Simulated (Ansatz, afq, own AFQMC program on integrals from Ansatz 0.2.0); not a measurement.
## CH₂N⁺, singlet in cc-pVTZ, levels against CCSDT(Q)

```xyz
4

N     0.0000    0.0000    0.6600
C     0.0000    0.0000   -0.5768
H     0.0000   -0.9374   -1.1497
H     0.0000    0.9373   -1.1497
```

Connectivity, by distances: N–CH2.

Basis cc-pVTZ. Only valence electrons are correlated. Ansatz 0.2.0 and our own AFQMC program on the same integrals; the CISD trial comes from CCSD amplitudes, and released means the phaseless constraint is let go. Uncertainties: one standard error, sampling alone.

Determinant: RHF, the one that the program's search chose, which needn't be the lowest solution. The geometry is a PBE0/def2-TZVP stationary point of this or a neighbouring charge and spin state.

No full CI on the walks' own integrals is used here; CCSDT(Q) serves as the reference and is uncertain by about the last step of the cluster series.

Cautions: restricted determinant unstable towards unrestricted (UHF 11 meV lower, ⟨S²⟩ 0.16); strong correlation (T1 0.039, weight of the determinant 0.86, largest double 0.11).

The T1 diagnostic is 0.0389, the weight of the determinant in the CISD state is 0.857 and the size of the correlated space is 10 electrons in 86 orbitals.

| level | correlation energy (eV) |
| --- | --- |
| MP2 | -8.2669 |
| CCSD | -9.1108 |
| CCSD(T) | -9.5520 |

**Question.** Estimate where AFQMC with the constraint released lies against CCSD(T) on the same integrals.

**Answer.** 55.0 ± 5.8 meV below CCSD(T).

Reference: CCSDT(Q), correlation energy -9.612 eV. The released energy is read at 2.40 1/Eh (meV from the phaseless value at times in 1/Eh: -12 ± 4 at 0.24, -14 ± 4 at 0.51, -18 ± 4 at 0.99, -15 ± 4 at 1.62, -15 ± 6 at 2.40).

```
         level  E − E(reference) (meV)  share of correlation (%)
       CCSD(T)                    60.3                     99.37
         CCSDT                    32.7                     99.66
 ph-AFQMC/CISD              20.1 ± 4.6                     99.79
released AFQMC               5.3 ± 5.8                     99.94
```

A walk keeps the symmetry of its determinant, which the program's search chose and which needn't be the lowest solution, so a lower state of the same spin and another symmetry isn't excluded. Released energies are given only where the last usable release times agree within the noise; a slower fall can still hide under it.
